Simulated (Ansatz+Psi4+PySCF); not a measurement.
# singlet H₂O: levels of theory in one basis

```yaml
atoms:
  - { symbol: O, position_ang: [0.0000, 0.0000, 0.1193] }
  - { symbol: H, position_ang: [0.0000, 1.5265, -1.0734] }
  - { symbol: H, position_ang: [0.0000, -0.7632, -0.4770] }
```

Basis set: cc-pVTZ (spherical functions). Correlated methods keep 1 orbital frozen. Charge 0, multiplicity 1.

Computed with Ansatz (development build ahead of 0.2.0) and Psi4 1.11; each method stands on the lowest determinant of its kind that the runs found.

```json
{"method": "RHF", "E − E(RHF) (eV)": "0.00", "<S²> of the determinant": "0.00"}
{"method": "UHF", "E − E(RHF) (eV)": "-2.37", "<S²> of the determinant": "0.89"}
{"method": "RHF-MP2", "E − E(RHF) (eV)": "-8.20", "<S²> of the determinant": "–"}
{"method": "RHF-CCSD", "E − E(RHF) (eV)": "-8.65", "<S²> of the determinant": "–"}
{"method": "UHF-CCSD", "E − E(RHF) (eV)": "-8.64", "<S²> of the determinant": "0.89"}
{"method": "RHF-CCSD(T)", "E − E(RHF) (eV)": "-9.11", "<S²> of the determinant": "–"}
{"method": "UHF-CCSD(T)", "E − E(RHF) (eV)": "-8.93", "<S²> of the determinant": "0.89"}
```

(1) What does UHF-MP2 give on the same scale?

(2) Is a single determinant a sound starting point here?

Results:

(1) -8.01 eV.

(2) It is doubtful. Unrestricted orbitals lower Hartree–Fock by 2.37 eV and <S²> is 0.89 where a pure state has 0.00, a sign of strong static correlation.

Caution for RHF, RHF-MP2, RHF-CCSD, RHF-CCSD(T): an unrestricted determinant lies well below. Caution for UHF, UHF-MP2, UHF-CCSD, UHF-CCSD(T): the unrestricted determinant is a mixture of spin states. Caution for RHF-MP2, UHF-MP2, RHF-CCSD, UHF-CCSD, RHF-CCSD(T), UHF-CCSD(T): large amplitudes, a single reference is doubtful. Caution for UHF-MP2, UHF-CCSD, UHF-CCSD(T): a plain start can end on a higher determinant. Caution for UHF-MP2, UHF-CCSD(T): another reference gives a lower total. Caution for RHF-CCSD, RHF-CCSD(T): the amplitudes may be one of several solutions.
